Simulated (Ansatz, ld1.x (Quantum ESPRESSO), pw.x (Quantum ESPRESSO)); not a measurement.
# silver (Ag) (bcc): variants of one TM potential in the solid

```json
{
 "Element": "silver",
 "Generator": "ld1.x (Quantum ESPRESSO) 7.5",
 "Type": "norm-conserving Troullier–Martins (Kleinman–Bylander form)",
 "Functional": "LDA (PW92)",
 "Relativity": "scalar-relativistic",
 "Frozen core": "[Kr]",
 "Valence charge": "11",
 "Reference configuration": "4d10 5s0.75 5p0.25",
 "Partial waves": "5s (bound): rc 2.50 bohr; 5p (bound): rc 3.35 bohr; 4d (bound): rc 1.60 bohr",
 "Local potential": "all-electron potential smoothed inside 2.85 bohr (lloc = -1)",
 "Core correction": "a·sin(br)/r model core, default radius (core density twice the valence density)"
}
```

Crystal test: bcc Ag in pw.x 7.5, no spin, 14³ k-points, Fermi–Dirac smearing 0.01 Ry, cutoffs set for each file from its atomic test. The reference is all-electron LAPW (Ansatz 0.2.0) with the same functional, mesh and smearing; V0 and B0 come from Birch–Murnaghan fits to the pressures at five volumes. Errors are pseudo minus all-electron; Δ is the rms difference of the E(V) curves that follow from these fits, minima aligned, over ±6 % about the mean V0. Mesh and smearing are coarse, so the numbers serve the comparison and aren't converged zero-temperature values; the lattice is a test structure that the element need not adopt.

All-electron: a0 = 3.183 Å (V0 = 16.12 Å³/atom), B0 = 134.5 GPa.

Base: The largest radius (3.35 bohr) exceeds half the bond length (2.61 bohr), so the spheres overlap, which is one possible source of error among others. This is a poor potential for the solid. Atomic configuration tests: 1 of 9 tests not solved or not reliable.

1 further variants are left out: they gave no file fit for a test, a broken result, the same result as the base, or pressures whose basis-set error rivals the error shown.

| change | cutoffs (Ry) | pw.x | a0 (Å) | a0 error (%) | B0 error (%) | Δ (meV/atom) | mean pressure error (GPa) |
| --- | --- | --- | --- | --- | --- | --- | --- |
| base | 120/480 | converged | 3.219 | +1.13 | -4.1 | 16.1 | +4.78 |
| type RRKJ; local potential all-electron potential smoothed inside 2.00 bohr (lloc = -2); rho0 0.001 | 85/340 | converged | 3.190 | +0.24 | -2.3 | 3.3 | +0.94 |
| wave 5p (bound): rc 3.35 bohr becomes 5p (bound): rc 3.62 bohr | 120/480 | converged | 3.220 | +1.18 | -3.3 | 16.8 | +5.00 |
| local potential the s channel | 120/480 | converged | 3.224 | +1.29 | -4.7 | 18.3 | +5.47 |
| reference 4d10 5s0.5 5p0.5 | 120/480 | converged | 3.218 | +1.11 | -4.0 | 15.8 | +4.70 |
